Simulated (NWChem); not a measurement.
# C4H4O (SMILES c1ccoc1): levels of theory compared

Aim: a comparison of 6 runs (HF/STO-3G, HF/3-21G, HF/def2-SVP, B3LYP/6-31G*, CCSD/def2-SVP) of C4H4O. 

Program for the calculation: NWChem 7.3.0.

1 further run of the same task is left out (set aside as unsound or not needed).

**1. The structure to begin with**

The species is C4H4O (9 atoms), meant as a singlet with charge 0. As SMILES, `c1ccoc1`. The coordinates come from a PBE0-D4/def2-TZVP relaxation.

Bond lengths: C1–C2 1.427 Å, C2–C3 1.353 Å, C3–O4 1.351 Å, C1–C5 1.353 Å, O4–C5 1.351 Å, C1–H6 1.078 Å, C2–H7 1.078 Å, C3–H8 1.077 Å, C5–H9 1.077 Å. Some angles: C1–C2–C3 106.0°, C2–C1–C5 106.0°, C2–C3–O4 110.5°, C3–O4–C5 107.0°, C1–C5–O4 110.5°, C1–C2–H7 127.6°, C3–C2–H7 126.5°, C2–C1–H6 127.6°, C5–C1–H6 126.5°, C2–C3–H8 133.4°.

**2. Energy and forces at HF/STO-3G (run 1)**

Input file calc.nw:

```
start calc
title "C4H4O hf"
memory 2200 mb

geometry units angstroms noautosym nocenter noautoz
  C     0.281100    0.977400   -0.084000
  C     0.817600   -0.248800   -0.579600
  C    -0.000500   -1.224800   -0.122600
  O    -1.001000   -0.697400    0.616400
  C    -0.817300    0.641100    0.630900
  H     0.663600    1.973100   -0.240900
  H     1.694300   -0.382300   -1.192800
  H    -0.006600   -2.296600   -0.230700
  H    -1.542600    1.212000    1.186300
end

basis spherical bse
  C library STO-3G
  O library STO-3G
  H library STO-3G
end

scf
  thresh 1e-08
  maxiter 80
  noprint "final vectors analysis"
end

task scf gradient
```

Run with:

```bash
$ nwchem calc.nw > calc.out
```

The program printed:

```text
[...]
  functions       =    29
[...]
  wavefunction    = RHF
[...]
         Total SCF energy =   -225.749596618920
      One-electron energy =   -628.600521766322
      Two-electron energy =    241.059269534712
 Nuclear repulsion energy =    161.791655612691
        Time for solution =      2.2s
[...]
                         RHF ENERGY GRADIENTS
    atom               coordinates                        gradient
                 x          y          z           x          y          z
   1 C       0.531202   1.847018  -0.158737    0.012544  -0.007914  -0.009287
   2 C       1.545040  -0.470164  -1.095285    0.001301   0.017450   0.000851
   3 C      -0.000945  -2.314536  -0.231680   -0.020504  -0.004844   0.013539
   4 O      -1.891616  -1.317895   1.164827    0.021467   0.014588  -0.013105
   5 C      -1.544473   1.211503   1.192228   -0.014314  -0.018900   0.007703
   6 H       1.254022   3.728618  -0.455235   -0.000539   0.001184   0.000500
   7 H       3.201763  -0.722442  -2.254065    0.000536  -0.001214  -0.000500
   8 H      -0.012472  -4.339945  -0.435960   -0.002129   0.004135   0.001894
   9 H      -2.915091   2.290348   2.241782    0.001638  -0.004484  -0.001595
[...]
```

Run time: 3.3 s. Hardware: 1 thread of Intel Xeon Platinum 8259CL at 2.50GHz (Skylake/Cascade Lake), shared host; peak memory 0.098 GiB.

**3. Energy and gradient at HF/3-21G (run 2)**

Input file run.py:

```python
from ase import Atoms
from ase.calculators.nwchem import NWChem

molecule = Atoms('CCCOCHHHH', positions=[
    [0.281100, 0.977400, -0.084000],
    [0.817600, -0.248800, -0.579600],
    [-0.000500, -1.224800, -0.122600],
    [-1.001000, -0.697400, 0.616400],
    [-0.817300, 0.641100, 0.630900],
    [0.663600, 1.973100, -0.240900],
    [1.694300, -0.382300, -1.192800],
    [-0.006600, -2.296600, -0.230700],
    [-1.542600, 1.212000, 1.186300],
])

calc = NWChem(
    label='a',
    theory='scf',
    memory='2200 mb',
    basis='3-21G',
    basispar='spherical bse',
    scf={'nopen': '0', 'rhf': None, 'thresh': '1e-08', 'maxiter': '80', 'print': 'low'},
)
molecule.calc = calc

forces = molecule.get_forces()
print("Total energy (eV):", round(molecule.get_potential_energy(), 6))
print("forces (eV/A):")
for s, f in zip(molecule.symbols, forces):
    print(f"{s:2s} {f[0]:10.5f} {f[1]:10.5f} {f[2]:10.5f}")
```

Run with:

```bash
$ export ASE_NWCHEM_COMMAND="nwchem PREFIX.nwi > PREFIX.nwo"
$ python run.py
```

The program printed:

```text
Total energy (eV): -6186.437193
forces (eV/A):
C    -0.49931    0.80769    0.41991
C     0.28112   -0.95954   -0.28812
C     1.12861   -1.33034   -0.91228
O    -0.52708   -0.35677    0.32077
C    -0.28740    1.90303    0.40099
H    -0.19247   -0.50682    0.07811
H    -0.44619    0.07060    0.31254
H     0.08809    0.60441    0.00293
H     0.45457   -0.23227   -0.33481
```

The calculator wrote a.nwi:

```
title "a"

permanent_dir a

scratch_dir a

start a

geometry units angstrom nocenter noautosym noautoz
  C  2.8110000000000002e-01 9.7740000000000005e-01 -8.4000000000000005e-02
  C  8.1759999999999999e-01 -2.4879999999999999e-01 -5.7960000000000000e-01
  C  -5.0000000000000001e-04 -1.2248000000000001e+00 -1.2260000000000000e-01
  O  -1.0009999999999999e+00 -6.9740000000000002e-01 6.1639999999999995e-01
  C  -8.1730000000000003e-01 6.4110000000000000e-01 6.3090000000000002e-01
  H  6.6359999999999997e-01 1.9731000000000001e+00 -2.4090000000000000e-01
  H  1.6942999999999999e+00 -3.8229999999999997e-01 -1.1928000000000001e+00
  H  -6.6000000000000000e-03 -2.2966000000000002e+00 -2.3069999999999999e-01
  H  -1.5426000000000000e+00 1.2120000000000000e+00 1.1862999999999999e+00
end

memory 2200 mb

basis spherical bse noprint
   * library 3-21G
end

scf
  nopen 0
  rhf
  thresh 1e-08
  maxiter 80
  print low
end

task scf gradient
```

a.nwo:

```text
Northwest Computational Chemistry Package (NWChem) 7.3.0
             --------------------------------------------------------

           Job information
           ---------------

    nwchem branch   = 7.3.0
    use scalapack   = T
    input           = a.nwi
    prefix          = a.
    data base       = a/a.db
    status          = startup
    nproc           =        1

           Memory information
           ------------------

    heap     =     72089598 doubles =      550.0 Mbytes
    stack    =     72089595 doubles =      550.0 Mbytes
    global   =    144179200 doubles =     1100.0 Mbytes (distinct from heap & stack)
    total    =    288358393 doubles =     2200.0 Mbytes
    verify   = yes
    hardfail = no

           Directory information
           ---------------------

  0 permanent = a
  0 scratch   = a

                                NWChem Input Module
                                -------------------

                                         a
                                         -

[... 25 lines left out ...]
            Nuclear Dipole moment (a.u.)
[... 54 lines left out ...]
                                         a

  ao basis        = "ao basis"
  functions       =    53
  atoms           =     9
  closed shells   =    18
  open shells     =     0
  charge          =   0.00
  wavefunction    = RHF
  input vectors   = atomic
  output vectors  = a/a.movecs
  use symmetry    = F
  symmetry adapt  = F

 Forming initial guess at       0.0s

 Starting SCF solution at       0.1s

       Final RHF  results
       ------------------

         Total SCF energy =   -227.347375362267
      One-electron energy =   -628.427766534762
      Two-electron energy =    239.288735559804
 Nuclear repulsion energy =    161.791655612691

        Time for solution =      3.0s

                              NWChem Gradients Module
                              -----------------------

                         RHF ENERGY GRADIENTS

    atom               coordinates                        gradient
                 x          y          z           x          y          z
   1 C       0.531202   1.847018  -0.158737    0.009710  -0.015707  -0.008166
   2 C       1.545040  -0.470164  -1.095285   -0.005467   0.018660   0.005603
   3 C      -0.000945  -2.314536  -0.231680   -0.021948   0.025871   0.017741
[... 5 lines of this table left out ...]
   9 H      -2.915091   2.290348   2.241782   -0.008840   0.004517   0.006511

 Task  times  cpu:        3.5s     wall:        3.5s
 Total times  cpu:        3.5s     wall:        3.5s
```

Wall time 4.8 s (1 thread of Intel Xeon Platinum 8259CL at 2.50GHz (Skylake/Cascade Lake), shared host); peak memory 0.099 GiB.

**4. Energy and forces at HF/def2-SVP (run 3)**

Input file geom.nw:

```
start geom
title "C4H4O"
memory total 2200 mb
charge 0
geometry units angstroms noautosym nocenter noautoz
   C        0.281100       0.977400      -0.084000
   C        0.817600      -0.248800      -0.579600
   C       -0.000500      -1.224800      -0.122600
   O       -1.001000      -0.697400       0.616400
   C       -0.817300       0.641100       0.630900
   H        0.663600       1.973100      -0.240900
   H        1.694300      -0.382300      -1.192800
   H       -0.006600      -2.296600      -0.230700
   H       -1.542600       1.212000       1.186300
end
basis spherical bse
   * library def2-SVP
end
scf
   thresh 1e-08
   maxiter 80
end
task scf gradient
```

Run with:

```bash
$ nwchem geom.nw > geom.out
```

The program printed:

```text
[...]
  functions       =    90
[...]
  wavefunction    = RHF
[...]
         Total SCF energy =   -228.454558863981
      One-electron energy =   -630.145434250657
      Two-electron energy =    239.899219773985
 Nuclear repulsion energy =    161.791655612691
        Time for solution =     16.6s
[...]
                         RHF ENERGY GRADIENTS
    atom               coordinates                        gradient
                 x          y          z           x          y          z
   1 C       0.531202   1.847018  -0.158737    0.012108  -0.005526  -0.008750
   2 C       1.545040  -0.470164  -1.095285    0.002691   0.015706  -0.000273
   3 C      -0.000945  -2.314536  -0.231680    0.004776  -0.008812  -0.004158
   4 O      -1.891616  -1.317895   1.164827   -0.014566  -0.010050   0.008943
   5 C      -1.544473   1.211503   1.192228   -0.003376   0.009833   0.003239
   6 H       1.254022   3.728618  -0.455235    0.000305   0.000019  -0.000200
   7 H       3.201763  -0.722442  -2.254065    0.000201   0.000304  -0.000110
   8 H      -0.012472  -4.339945  -0.435960   -0.000967  -0.000967   0.000564
   9 H      -2.915091   2.290348   2.241782   -0.001172  -0.000508   0.000745
[...]
```

Wall time 21 s (1 thread of Intel Xeon Platinum 8259CL at 2.50GHz (Skylake/Cascade Lake), shared host); peak memory 0.1 GiB.

Runs 4 to 5 aren't shown in full; the table further down has their settings and results.

**5. The energy at CCSD/def2-SVP (run 6)**

Input file test.nw:

```
START test
TITLE "C4H4O ccsd"
memory 2200 mb
GEOMETRY units bohr noautosym nocenter noautoz
C      0.53120201     1.84701831    -0.15873699
C      1.54504008    -0.47016386    -1.09528526
C     -0.00094486    -2.31453656    -0.23168042
O     -1.89161585    -1.31789500     1.16482718
C     -1.54447316     1.21150342     1.19222821
H      1.25402226     3.72861862    -0.45523502
H      3.20176297    -0.72244230    -2.25406532
H     -0.01247219    -4.33994502    -0.43595982
H     -2.91509152     2.29034806     2.24178210
END
BASIS spherical bse
C library def2-SVP
O library def2-SVP
H library def2-SVP
END
SCF
thresh 1e-08
maxiter 80
END
CCSD
freeze core 5
maxiter 60
END
TASK ccsd
```

Run with:

```bash
$ nwchem test.nw > test.out
```

The program printed:

```text
[...]
  functions       =    90
[...]
  wavefunction    = RHF
[...]
         Total SCF energy =   -228.454558857055
      One-electron energy =   -630.145411568154
      Two-electron energy =    239.899208678967
 Nuclear repulsion energy =    161.791644032132
        Time for solution =     18.2s
[...]
 Total MP2 energy:           -229.158212948090977
[...]
             energy      energy      error      ampl     ampl      Block
                                                time     time      time
[...]
 Total CCSD energy:           -229.186439259329120
[...]
```

Wall time 3 min (1 thread of Intel Xeon Platinum 8259CL at 2.50GHz (Skylake/Cascade Lake), shared host); peak memory 0.24 GiB.

**6. All runs side by side**

```csv
run,level,Cartesian functions,iteration cap,energy (Eh),largest force (eV/Å),wall time
1,HF/STO-3G,no,80,-225.749597,1.495,3.3 s
2,HF/3-21G,no,80,-227.347375,1.969,4.8 s
3,HF/def2-SVP,no,80,-228.454559,1.020,21 s
4,B3LYP/6-31G* (Cartesian functions),yes,100,-230.020089,0.686,74 s
5,B3LYP/6-31G* (spherical functions),no,100,-230.015872,0.667,59 s
6,CCSD/def2-SVP,no,80,-229.186439,–,3 min
```

**7. Results**

| quantity | value |
| --- | --- |
| run 6: total energy | -229.18644 Eh |
| run 6: HOMO energy (Hartree–Fock orbitals) | -8.79 eV |
| run 6: LUMO energy (Hartree–Fock orbitals) | 4.35 eV |
| run 6: HOMO–LUMO gap (Hartree–Fock orbitals) | 13.14 eV |
| run 6: correlation energy (5 core orbitals frozen) | -731.9 mEh |

What this shows: In run 1 the basis is minimal, so the values are rough. All runs together took 5.7 min, the longest 3 min.
